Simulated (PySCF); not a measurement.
A GIAO shielding run with PySCF 2.14.0 with density-fitted response routines (density fitting, non-relativistic, gas phase) on SMILES [Si](Cl)Cl, Cl2Si:

```
$ OMP_NUM_THREADS=1 python probes_run.py task.json out

{"job": {"kind": "nmr", "xc": "wB97X-D", "basis": "pcSseg-2", "pop": false}, "charge": 0, "multiplicity": 1}
Cl    -1.542322    -0.688991    -0.116300
Si     0.038737     0.658228    -0.140068
Cl     1.671707    -0.626015    -0.140451
```

Hardware: 1 thread of an Arm Neoverse N1, shared host.

(1) How large is the calculation?

(2) How long does it take, and how much memory does it need?

(3) And these other runs on the same molecule and hardware: GIAO shielding at B97-2/pcSseg-2; GIAO shielding at KT3/pcSseg-2; GIAO shielding at PBE0/pcSseg-2?

## Answers

(1) 48 electrons, 129 basis functions and 474 auxiliary functions.

(2) 8.7 s of wall time, with 12 SCF cycles and 7 response iterations; peak memory 0.48 GiB. Times on a shared host scatter by some tens of per cent.

(3) B97-2/pcSseg-2: 129 functions, 6.5 s; KT3/pcSseg-2: 129 functions, 8.5 s; PBE0/pcSseg-2: 129 functions, 10 s.
